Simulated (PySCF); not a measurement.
Peak assignment

Numbering as in the mapped SMILES `[CH2:1]=[C:2]1[CH:3]=[CH:4][O:5][CH2:6]1`; H(Xn) means a hydrogen on atom n. Ha(C1) is cis to C3; Hb(C1) is trans to C3.

- GFN2-xTB geometry
- NMR shieldings at PBE0/pcSseg-1/GIAO
- B3LYP/pcJ-1 coupling constants (without the spin–dipole term)
- code: PySCF 2.14
- relativity neglected, one computed conformer, gas phase, rapidly exchanging positions averaged

Shifts are taken against calculated references (same method and geometry level): ¹³C and ¹H against TMS.

**Question.** Assign these signals to the numbered atoms. ¹³C{¹H} NMR (computed): δ 165.3, 157.4, 112.4, 98.6, 77.0.

**Answer.** 
165.3 → C4, alkene carbon bearing oxygen: an sp2 carbon further deshielded by the attached heteroatom
157.4 → C2, fully substituted alkene carbon: an sp2 carbon of a C=C bond
112.4 → C3, β carbon of an enol-ether or enamine type C=C: the O or N lone pair pushes π density onto this β carbon and shields it
98.6 → C1, terminal =CH2 carbon
77.0 → C6, allylic sp3 CH2 bonded to O: the inductive effect lowers its shielding

**Question.** Assign these signals to the numbered atoms. ¹H NMR (600 MHz, computed): δ 6.83 (dt, J = 3.3, 1.6 Hz, 1H), 5.73 (dd, J = 3.3, 1.1 Hz, 1H), 5.10 (m, 1H), 5.05 (m, 2H), 4.83 (m, 1H).

**Answer.** 
```tsv
δ (ppm)	atoms	environment	reason
6.83	H(C4)	hydrogen on an alkene carbon bearing oxygen	a vinylic proton, deshielded by the sp2 carbon and the C=C anisotropy
5.73	H(C3)	hydrogen on a β carbon of an enol-ether or enamine type C=C	attached to an sp2 carbon and in the plane of the double bond
5.10	Ha(C1)	hydrogen on a terminal =CH2 carbon	attached to an sp2 carbon and in the plane of the double bond
5.05	H(C6)	hydrogen on an allylic sp3 CH2 bonded to O	its carbon carries O, hence the downfield position
4.83	Hb(C1)	hydrogen on a terminal =CH2 carbon	olefinic region
```

Ha(C1) and H(C6) lie closer than the usual error of such a calculation, so a measured spectrum could show them in the other order.

Multiplet labels drop couplings under 1 Hz and merge nearly equal ones. Unscaled 3J(H,H) at this level run about 10 % above measured values. Shifts are as computed. Against solution values, carbons near 30 ppm lie about +3 ppm off and those near 130 ppm about +5 ppm. Of 1211 compounds with measured shifts, 218 miss one by over three times the rms of a fit or turn the order of signals round; such compounds aren't used in these exercises.
